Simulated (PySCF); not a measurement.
**Atomic charges against the basis set**

Species: H₃O₂P.
Atom-mapped SMILES: `[O:1]=[PH2:2][OH:3]` (hydrogens: H4, H5 on P2; H6 on O3)

PBE0 throughout (PySCF), one geometry, spherical d and f functions. Geometry: PBE0-D3(BJ)/def2-SVP, one conformer, isolated molecule. Atoms taken as equivalent share a column and are averaged.

Mulliken charges (e):

| basis | functions | O1 | P2 | O3 | H4/H5 | H6 |
| --- | --- | --- | --- | --- | --- | --- |
| STO-3G | 22 | -0.479 | +0.896 | -0.418 | -0.096 | +0.194 |
| 6-31G | 37 | -0.629 | +1.051 | -0.734 | -0.051 | +0.414 |
| 6-31G* | 52 | -0.546 | +0.873 | -0.694 | -0.041 | +0.449 |
| def2-SVP | 61 | -0.494 | +0.769 | -0.402 | -0.038 | +0.203 |
| pcSseg-1 | 73 | -0.587 | +0.862 | -0.510 | -0.013 | +0.260 |
| 6-311+G(2d,p) | 107 | -0.647 | +0.817 | -0.467 | +0.015 | +0.268 |
| def2-TZVP | 117 | -0.494 | +0.556 | -0.452 | +0.030 | +0.329 |

IAO charges (e):

```
        basis  functions      O1      P2      O3   H4/H5      H6
       STO-3G         22  -0.639  +1.102  -0.529  -0.088  +0.242
        6-31G         37  -0.774  +1.246  -0.714  -0.061  +0.364
       6-31G*         52  -0.851  +1.468  -0.753  -0.115  +0.367
     def2-SVP         61  -0.853  +1.466  -0.748  -0.115  +0.365
     pcSseg-1         73  -0.864  +1.478  -0.761  -0.111  +0.369
6-311+G(2d,p)        107  -0.888  +1.509  -0.782  -0.111  +0.383
    def2-TZVP        117  -0.891  +1.528  -0.784  -0.117  +0.381
```

Hirshfeld charges (e):

```tsv
basis	functions	O1	P2	O3	H4/H5	H6
STO-3G	22	-0.360	+0.608	-0.250	-0.061	+0.125
6-31G	37	-0.401	+0.504	-0.280	-0.007	+0.190
6-31G*	52	-0.376	+0.432	-0.240	-0.006	+0.195
def2-SVP	61	-0.377	+0.450	-0.239	-0.012	+0.190
pcSseg-1	73	-0.382	+0.448	-0.245	-0.005	+0.190
6-311+G(2d,p)	107	-0.381	+0.436	-0.239	-0.003	+0.189
def2-TZVP	117	-0.376	+0.423	-0.235	-0.003	+0.193
```

Question: Which scheme is steadiest as the basis changes?

Answer: Largest range over the bases for any column: Hirshfeld 0.18 e, IAO 0.43 e, Mulliken 0.49 e. Hirshfeld charges move least and Mulliken charges most, counted in e. Without the minimal STO-3G basis the ranges are Hirshfeld 0.08, IAO 0.28, Mulliken 0.49 e.

Question: How much do the charges still move between the two largest bases, 6-311+G(2d,p) and def2-TZVP?

Answer: At most, over all atoms: Mulliken 0.260 e, IAO 0.019 e, Hirshfeld 0.012 e.

Question: What do the same runs give for the total energy, the frontier levels and the dipole moment?

Answer: 
| basis | energy (Eh) | HOMO (eV) | LUMO (eV) | μ (D) |
| --- | --- | --- | --- | --- |
| STO-3G | -487.2286 | -3.12 | 6.73 | 3.66 |
| 6-31G | -493.1160 | -8.06 | 0.49 | 5.69 |
| 6-31G* | -493.2961 | -8.13 | 1.00 | 4.92 |
| def2-SVP | -493.0974 | -8.07 | 0.73 | 4.84 |
| pcSseg-1 | -493.3003 | -8.27 | 0.34 | 5.03 |
| 6-311+G(2d,p) | -493.4082 | -8.48 | -0.56 | 4.97 |
| def2-TZVP | -493.4334 | -8.41 | 0.09 | 4.89 |

The dipole is fixed by the density alone, so its range of 2.03 D shows that the density itself changes with the basis, not only its division among atoms.
